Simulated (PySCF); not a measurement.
**Working out the ionisation energy of F**

F [He] 2s2 2p5 (2P) → F⁺ [He] 2s2 2p4 (3P). All numbers are calculated (PySCF 2.14, the non-relativistic Hamiltonian (point nucleus), in def2-TZVPPD (6s4p3d1f, 40 functions)). Frozen: nothing. Energies in hartree (1 hartree = 27.21139 eV):

| part | F (lower) | F⁺ (upper) |
| --- | --- | --- |
| UHF | -99.412118 | -98.836608 |
| MP2 opposite-spin | -0.167440 | -0.123393 |
| MP2 same-spin | -0.050524 | -0.036068 |

**Question.** What does Hartree-Fock give?

**Answer.** (-98.836608) − (-99.412118) = 0.575510 hartree = 15.660 eV.

**Question.** What do MP2 and SCS-MP2 (6/5 opposite-spin, 1/3 same-spin) give?

**Answer.** The opposite-spin parts differ by 1.199 eV and the same-spin parts by 0.393 eV. MP2: 15.660 + (1.199) + (0.393) = 17.252 eV. SCS-MP2: 15.660 + 1.2 × (1.199) + (0.393)/3 = 17.230 eV.

Measured between the centres of the two terms (NIST): 17.427 eV, so MP2 (valence and next inner shell) is off by -0.175 eV.

What remains against the reference includes basis incompleteness and correlation beyond second order.
